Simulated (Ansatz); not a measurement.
CHB2 (SMILES b1b[cH+]1) (charge +1), singlet: a single point displaced at random from a GFN2-xTB minimum.

The input file, in.yaml:

```yaml
crystal:
  periodic: [false, false, false]
  atoms:
    - {symbol: B, position_ang: [-0.310300, -0.640600, 0.981600]}
    - {symbol: B, position_ang: [1.041000, -0.189100, 0.465100]}
    - {symbol: C, position_ang: [-0.156100, 0.087900, -0.294000]}
    - {symbol: H, position_ang: [-0.585400, 0.644200, -1.253600]}
basis:
  gaussian: {orbitals: def2-TZVPP}
total_charge: 1
hamiltonian: {xc: {name: wB97M-V}}
output: {forces: true}
```

An equivalent command:

```bash
ansatz run in.yaml --threads 4 --pin off --events-out ev --progress --plain
```

Output of Ansatz 0.2.0:

```
Functional definition: wB97M-V
  name "wB97M-V"
  cite "Mardirossian & Head-Gordon, J. Chem. Phys. 144, 214110 (2016) doi:10.1063/1.4952647"
  cite "Becke, J. Chem. Phys. 107, 8554 (1997) doi:10.1063/1.475007"
  cite "Vydrov & Van Voorhis, J. Chem. Phys. 133, 244103 (2010) doi:10.1063/1.3521275"
  # Of w^i u^j: cxij and so on, Table III.
  parameter omega = 0.3/bohr
  parameter cx = 0.15
  parameter cx01 = 1.007
  parameter cx10 = 0.259
  parameter css00 = 0.443
  parameter css04 = -1.437
  parameter css10 = -4.535
  parameter css20 = -3.390
  parameter css43 = 4.278
  parameter cos00 = 1.000
  parameter cos10 = 1.358
  parameter cos20 = 2.924
  parameter cos21 = -8.812
  parameter cos60 = -1.390
  parameter cos61 = 9.142
  parameter b = 6.0
  parameter c = 0.01
  gx(w, u) = 1 - cx + cx01*u + cx10*w
  gss(w, u) = css00 + css04*u^4 + css10*w + css20*w^2 + css43*w^4*u^3
  gos(w, u) = cos00 + cos10*w + (cos20 + cos21*u)*w^2 + (cos60 + cos61*u)*w^6
  exchange = spin_sum(e_x_unif_sr(omega)*gx(b97_w, b97_u_x)) + cx*exact_x_sr(omega) + exact_x_lr(omega)
  correlation = spin_sum(e_c_pw_mod_same_spin*gss(b97_w, b97_u_same))
      + integral(e_c_pw_mod_opposite_spin*gos(b97_w_opposite, b97_u_opposite)) + vv10(b, c)
577 factors; their error is unknown
152 factors; integrals over basis functions are off by at most 8.3e-6 eV
mean field evaluation 1: about -2380.6501 eV, gradient 6.6e1 eV
mean field evaluation 2: about -2379.8688 eV, gradient 6.2e1 eV
mean field evaluation 4: about -2390.6288 eV, gradient 2.2e0 eV
mean field evaluation 8: about -2390.6510 eV, gradient 1.1e-1 eV
mean field evaluation 16: about -2390.6507 eV, gradient 2.6e-4 eV
mean field -2390.65065754 eV, -87.8547912233 hartree, gradient 8.8e-6 eV, S^2 0.000000; 0 other end points of the search recorded, 0 dependent functions left out
the calculation of the forces begins
reference -2390.65070124 eV, -87.8547928293 hartree; 8, 8 occupied and 99, 99 virtual orbitals, 577 factors
Total energy: -2390.65070124 eV, -87.8547928293 hartree
Atom 0 at    -0.310300    -0.640600     0.981600 Å, force     0.208067     0.582611    -1.073099 eV/Å
Atom 1 at     1.041000    -0.189100     0.465100 Å, force    -0.232356    -0.119386     0.076176 eV/Å
Atom 2 at    -0.156100     0.087900    -0.294000 Å, force    -0.796783     0.939765    -1.228872 eV/Å
Atom 3 at    -0.585400     0.644200    -1.253600 Å, force     0.821072    -1.402990     2.225795 eV/Å
Dipole moment:     0.024521    -0.003292     0.051581 e Å
```

The lines “mean field evaluation” count trial sets of orbitals through the whole run, from several starts and some on an approximate energy, so they need not fall steadily or lie above the final value.

Hardware: 4 CPU threads, shared host. Wall time about 1.8 s.
